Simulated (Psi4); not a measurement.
# doublet [S2F2]− at UHF/def2-SVPD

We compute the energy of doublet [S2F2]−. The job is set up through an ASE script.

Program for the calculation: Psi4 1.11.

1 further run of the same task is left out (set aside as unsound or not needed).

### 1 The system as given

[S2F2]−: 4 atoms, total charge -1, spin state doublet. SMILES of the parent species: `FS(F)=S`. The coordinates come from a PBE0-D4/def2-TZVP relaxation. That shape belongs to the parent species and isn't relaxed for this state.

Bond lengths: F1–S2 1.606 Å, S2–F3 1.606 Å, S2–S4 1.859 Å. Angles: F1–S2–F3 92.0°, F1–S2–S4 107.9°, F3–S2–S4 107.9°.

### 2 A single-point energy at UHF/def2-SVPD

File run_ase.py:

```python
import numpy as np
from ase.calculators.psi4 import Psi4
from ase import Atoms

a = Atoms(['F', 'S', 'F', 'S'], positions=[
    [0.734930, 0.336790, 1.199050],
    [-0.480890, -0.090070, 0.240730],
    [0.313460, -1.382440, -0.286190],
    [-0.567510, 1.135710, -1.153590],
])
calc = Psi4(atoms=a, method='hf', basis='def2-SVPD', memory='2200MB', num_threads=1, charge=-1, multiplicity=2, label='f2s2', reference='uhf')
calc.psi4.set_options({'puream': True, 'e_convergence': 1e-09, 'd_convergence': 1e-08, 'scf_type': 'pk', 'maxiter': 100})
a.calc = calc

print(f'energy: {a.get_potential_energy():.6f} eV')
```

The run is started by

```
python run_ase.py
```

f2s2.dat:

```text
=> Loading Basis Set <=

    Name: DEF2-SVPD
    Role: ORBITAL
    Keyword: BASIS

         ---------------------------------------------------------
                                   SCF
                              UHF Reference
                        1 Threads,   2098 MiB Core
         ---------------------------------------------------------

  ==> Geometry <==

    Molecular point group: c1
    Full point group: C1

    Geometry (in Angstrom), charge = -1, multiplicity = 2:

       Center              X                  Y                   Z               Mass
    ------------   -----------------  -----------------  -----------------  -----------------
         F            0.868358065016     0.203716917867     1.315226499583    18.998403162730
         S           -0.347461934984    -0.223143082133     0.356906499583    31.972071174400
         F            0.446888065016    -1.515513082133    -0.170013500417    18.998403162730
         S           -0.434081934984     1.002636917867    -1.037413500417    31.972071174400

  Running in c1 symmetry.

  Rotational constants: A =      0.27162  B =      0.13239  C =      0.10112 [cm^-1]
  Rotational constants: A =   8142.81992  B =   3968.85594  C =   3031.47676 [MHz]
  Nuclear repulsion =  240.671041710624763

  Charge       = -1
  Multiplicity = 2
  Electrons    = 51
  Nalpha       = 26
  Nbeta        = 25

  ==> Algorithm <==

  SCF Algorithm Type is PK.
  DIIS enabled.
  MOM disabled.
  Fractional occupation disabled.
  Guess Type is SAD.
  Energy threshold   = 1.00e-09
  Density threshold  = 1.00e-08
  Integral threshold = 1.00e-12

  ==> Primary Basis <==

  Basis Set: DEF2-SVPD
    Blend: DEF2-SVPD
    Number of shells: 40
    Number of basis functions: 100
    Number of Cartesian functions: 108
    Spherical Harmonics?: true
    Max angular momentum: 2

  ==> Integral Setup <==

  Using in-core PK algorithm.
   Calculation information:
      Number of atoms:                   4
      Number of AO shells:              40
      Number of primitives:             72
      Number of atomic orbitals:       108
      Number of basis functions:       100

      Integral cutoff                 1.00e-12
      Number of threads:                 1

  Performing in-core PK
  Using 25507550 doubles for integral storage.
  We computed 318794 shell quartets total.
  Whereas there are 336610 unique shell quartets.

  ==> DiskJK: Disk-Based J/K Matrices <==

    J tasked:                  Yes
    K tasked:                  Yes
    wK tasked:                  No
    Memory [MiB]:             1573
    Schwarz Cutoff:          1E-12

  Minimum eigenvalue in the overlap matrix is 8.2008288999E-04.
  Reciprocal condition number of the overlap matrix is 1.2619795216E-04.
    Using symmetric orthogonalization.

  ==> Pre-Iterations <==

  SCF Guess: Superposition of Atomic Densities via on-the-fly atomic UHF (no occupation information).

   -------------------------
    Irrep   Nso     Nmo
   -------------------------
     A        100     100
   -------------------------
    Total     100     100
   -------------------------

  ==> Iterations <==

                        Total Energy        Delta E     RMS |[F,P]|

   @UHF iter SAD:  -993.39356021867820   -9.93394e+02   0.00000e+00
   @UHF iter   1:  -993.35821094647349    3.53493e-02   4.35860e-03 DIIS/ADIIS
   @UHF iter   2:  -993.42720880192428   -6.89979e-02   2.46673e-03 DIIS/ADIIS
   @UHF iter   3:  -993.44950959176106   -2.23008e-02   4.25290e-04 DIIS/ADIIS
   @UHF iter   4:  -993.45133751077924   -1.82792e-03   1.48044e-04 DIIS/ADIIS
   @UHF iter   5:  -993.45165422751154   -3.16717e-04   5.98703e-05 DIIS
   @UHF iter   6:  -993.45173233208232   -7.81046e-05   3.14855e-05 DIIS
   @UHF iter   7:  -993.45175767729495   -2.53452e-05   1.46769e-05 DIIS
   @UHF iter   8:  -993.45176395704527   -6.27975e-06   6.93496e-06 DIIS
   @UHF iter   9:  -993.45176565746033   -1.70042e-06   2.86382e-06 DIIS
   @UHF iter  10:  -993.45176594891996   -2.91460e-07   1.37604e-06 DIIS
   @UHF iter  11:  -993.45176601939193   -7.04720e-08   7.02163e-07 DIIS
   @UHF iter  12:  -993.45176604056439   -2.11725e-08   2.74724e-07 DIIS
   @UHF iter  13:  -993.45176604362541   -3.06102e-09   8.46474e-08 DIIS
   @UHF iter  14:  -993.45176604384608   -2.20666e-10   3.81386e-08 DIIS
   @UHF iter  15:  -993.45176604388746   -4.13820e-11   2.07309e-08 DIIS
   @UHF iter  16:  -993.45176604389781   -1.03455e-11   1.14302e-08 DIIS
   @UHF iter  17:  -993.45176604390110   -3.29692e-12   5.15966e-09 DIIS
  Energy and wave function converged.

  ==> Post-Iterations <==

   @Spin Contamination Metric:   1.857160446E-02
   @S^2 Expected:                7.500000000E-01
   @S^2 Observed:                7.685716045E-01
   @S   Expected:                5.000000000E-01
   @S   Observed:                5.000000000E-01

    Orbital Energies [Eh]
    ---------------------

    Alpha Occupied:

       1A    -91.898202     2A    -91.701726     3A    -26.116023
       4A    -26.116014     5A     -8.912186     6A     -8.738557
       7A     -6.608249     8A     -6.598006     9A     -6.594114
      10A     -6.427147    11A     -6.424431    12A     -6.422881
      13A     -1.447006    14A     -1.393427    15A     -0.904893
      16A     -0.682047    17A     -0.598094    18A     -0.548075
      19A     -0.520574    20A     -0.484188    21A     -0.448906
      22A     -0.442427    23A     -0.280100    24A     -0.227982
      25A     -0.167898    26A     -0.030768

    Alpha Virtual:

      27A      0.200576    28A      0.226103    29A      0.243983
      30A      0.248208    31A      0.270180    32A      0.280554
      33A      0.284105    34A      0.361223    35A      0.362048
      36A      0.374270    37A      0.386980    38A      0.408000
      39A      0.451835    40A      0.468007    41A      0.475199
      42A      0.485445    43A      0.488819    44A      0.496533
      45A      0.530841    46A      0.550363    47A      0.578990
      48A      0.610513    49A      0.613839    50A      0.629465
      51A      0.652779    52A      0.654669    53A      0.661313
      54A      0.707117    55A      0.876518    56A      0.907425
      57A      0.949368    58A      0.967618    59A      0.973773
      60A      0.996524    61A      0.999669    62A      1.047075
      63A      1.060948    64A      1.091110    65A      1.135652
      66A      1.171989    67A      1.175562    68A      1.244139
      69A      1.258831    70A      1.282677    71A      1.292344
      72A      1.405791    73A      1.416322    74A      1.444743
      75A      1.463540    76A      1.465971    77A      1.477850
      78A      1.519166    79A      1.560548    80A      1.623650
      81A      1.696120    82A      1.922919    83A      1.988370
      84A      2.010155    85A      2.120260    86A      2.156786
      87A      2.286408    88A      2.319745    89A      2.695726
      90A      2.734997    91A      3.877111    92A      3.883169
      93A      3.913390    94A      3.916460    95A      3.918003
      96A      3.929144    97A      3.936705    98A      3.985732
      99A      4.092479   100A      4.180374

    Beta Occupied:

       1A    -91.891842     2A    -91.701131     3A    -26.108674
       4A    -26.108665     5A     -8.905149     6A     -8.737932
       7A     -6.594858     8A     -6.591303     9A     -6.580443
      10A     -6.427708    11A     -6.422915    12A     -6.420489
      13A     -1.426878    14A     -1.371744    15A     -0.872899
      16A     -0.669968    17A     -0.544344    18A     -0.531384
      19A     -0.510528    20A     -0.477316    21A     -0.442698
      22A     -0.391104    23A     -0.264600    24A     -0.176086
      25A     -0.161262

    Beta Virtual:

      26A      0.202207    27A      0.227634    28A      0.240615
      29A      0.245342    30A      0.270031    31A      0.271547
      32A      0.285181    33A      0.364661    34A      0.367264
      35A      0.372231    36A      0.384915    37A      0.391017
      38A      0.411160    39A      0.454830    40A      0.472197
      41A      0.479077    42A      0.490356    43A      0.494841
      44A      0.503028    45A      0.553146    46A      0.557707
      47A      0.589032    48A      0.617827    49A      0.633268
      50A      0.646225    51A      0.660295    52A      0.667767
      53A      0.668756    54A      0.717854    55A      0.879942
      56A      0.908825    57A      0.951511    58A      0.977345
      59A      0.983093    60A      1.003816    61A      1.006825
      62A      1.053167    63A      1.065369    64A      1.091959
      65A      1.150025    66A      1.176519    67A      1.193410
      68A      1.257216    69A      1.263299    70A      1.290406
      71A      1.301350    72A      1.417017    73A      1.444153
      74A      1.449846    75A      1.476596    76A      1.479791
      77A      1.518481    78A      1.525585    79A      1.563946
      80A      1.665431    81A      1.703287    82A      1.930033
      83A      1.996728    84A      2.019059    85A      2.126825
      86A      2.159591    87A      2.291678    88A      2.324768
      89A      2.712242    90A      2.751810    91A      3.887241
      92A      3.888698    93A      3.919119    94A      3.919593
      95A      3.920715    96A      3.937955    97A      3.947235
      98A      3.998397    99A      4.099916   100A      4.194894

    Final Occupation by Irrep:
              A
    DOCC [    25 ]
    SOCC [     1 ]
    NA   [    26 ]
    NB   [    25 ]

  @UHF Final Energy:  -993.45176604390110

   => Energetics <=

    Nuclear Repulsion Energy =            240.6710417106247633
    One-Electron Energy =               -1867.1797761837824510
    Two-Electron Energy =                 633.0569684292566990
    Total Energy =                       -993.4517660439011024

  UHF NO Occupations:
  HONO-2 :   24  A 1.9970408
  HONO-1 :   25  A 1.9952818
  HONO-0 :   26  A 1.0000000
  LUNO+0 :   27  A 0.0047182
  LUNO+1 :   28  A 0.0029592
  LUNO+2 :   29  A 0.0008654
  LUNO+3 :   30  A 0.0003774

Computation Completed

Properties will be evaluated at   0.000000,   0.000000,   0.000000 [a0]

Properties computed using the SCF density matrix

 Multipole Moments:

 ------------------------------------------------------------------------------------
     Multipole            Electronic (a.u.)      Nuclear  (a.u.)        Total (a.u.)
 ------------------------------------------------------------------------------------

 L = 1.  Multiply by 2.5417464519 to convert [e a0] to [Debye]
 Dipole X            :          1.3860625           -1.2613671            0.1246954
 Dipole Y            :         -1.7620041            1.2580585           -0.5039456
 Dipole Z            :          1.6463117           -1.0982994            0.5480123
 Magnitude           :                                                    0.7548692

 ------------------------------------------------------------------------------------

	total time  =          4 seconds =       0.07 minutes
```

The script printed:

```text
energy: -27033.199502 eV
```

Wall time 7.8 s (1 thread of Intel Xeon Platinum 8175M at 2.50GHz (Skylake/Cascade Lake), shared host); peak memory 0.39 GiB.

### 3 Results

At UHF/def2-SVPD:

| quantity | value |
| --- | --- |
| total energy | -993.45177 Eh |
| HOMO energy (highest over α and β) | -0.84 eV |
| LUMO energy (lowest over α and β) | 5.46 eV |
| ⟨S²⟩ | 0.769 |
